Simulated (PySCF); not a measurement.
# Towards the basis-set limit for PN+

What constants does extrapolated CCSD(T) give for PN+, and what does each step add?

Computed with PySCF 2.14.0. Level: CCSD(T) on ROHF, no relativity in the base curves; scalar relativity is added as a correction.

## (1) Set-up

| Item | Value |
| --- | --- |
| molecule | PN+ |
| state | doublet, unpaired electrons σ ↑ |
| smaller basis | P cc-pV(T+d)Z, N cc-pVTZ |
| larger basis | P cc-pV(Q+d)Z, N cc-pVQZ |
| frozen core orbitals | 6 |
| extrapolation | correlation as n⁻³ (n = 3, 4), Hartree–Fock as (n+1)·exp(−9√n) |
| corrections | core–valence correlation, scalar relativity |
| distances (Å) | 1.3005, 1.3596, 1.4187, 1.4778, 1.5369, 1.6108, 1.6847 |
| masses (u) | 30.9738, 14.0031 |
| dissociation limit | P+ + N |

The run is started by

```
> OMP_NUM_THREADS=4 python comp.py task.json out
```

## (2) Coupled cluster at each distance

Before running it: what results should come out? Wanted: for each run, Re; ωe; ωexe; αe; De.

As calculated:

| level | Re (Å) | ωe (cm⁻¹) | ωexe (cm⁻¹) | αe (cm⁻¹) | De (eV) |
| --- | --- | --- | --- | --- | --- |
| CCSD(T)/cc-pVTZ(-PP) | 1.4952 | 1291.6 | 7.79 | 0.00599 | 4.557 |
| CCSD(T)/cc-pVQZ(-PP) | 1.4891 | 1305.2 | 7.72 | 0.00601 | 4.769 |
| HF/CBS | 1.4295 | 1592.4 | 6.14 | 0.00475 | 1.164 |
| MP2/CBS | 1.5021 | 1190.2 | 10.6 | 0.00777 | 5.030 |
| CCSD/CBS | 1.4718 | 1385.9 | 7.07 | 0.00553 | 4.437 |
| CCSD(T)/CBS | 1.4865 | 1313.7 | 7.66 | 0.00598 | 4.899 |
| CCSD(T)/CBS+CV | 1.4830 | 1320.8 | 7.63 | 0.00597 | 4.928 |
| CCSD(T)/CBS+CV+SR | 1.4826 | 1319.5 | 7.63 | 0.00599 | 4.916 |

The last step gives Re = 1.4826 Å, ωe = 1319.5 cm⁻¹ and De = 4.916 eV; the smaller basis alone is off from it by +12.6 mÅ and -0.36 eV. Near the minimum the mean field binds by 1.07 eV and correlation adds 3.83 eV of binding. T1 is 0.053, large enough to doubt a single reference. Spin–orbit coupling and excitations beyond (T) are left out.
